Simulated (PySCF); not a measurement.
AlH₃, optimised at GFN2-xTB:

```xyz
4

Al     0.2871    -0.1152    -0.1928
H     -0.1455     0.6902    -1.4481
H     -0.1696    -1.5894    -0.0208
H      1.1767     0.5535     0.8902
```

Computed with PySCF (xtb for GFN2) and rigid-rotor harmonic-oscillator thermochemistry at 1 bar. 6-31G* has spherical d functions here. All species are closed-shell singlets. B3LYP is the form with VWN-RPA correlation. AlH₃: computed as isolated molecules; such fragments, hydroxides, amides, oligomers or adducts are transient or little studied in the gas.

List the harmonic frequencies (cm⁻¹, unscaled) at this level and at the other levels, each on its own geometry.


- GFN2-xTB: 765, 765, 767, 1734, 1764, 1764
- B3LYP/6-31G*: 707, 786, 786, 1933, 1947, 1948
- HF/6-31G*: 760, 847, 847, 2028, 2028, 2032
- PBE/def2-SVP: 683, 765, 766, 1871, 1885, 1885
- PBE0/def2-TZVP: 704, 788, 788, 1925, 1934, 1934
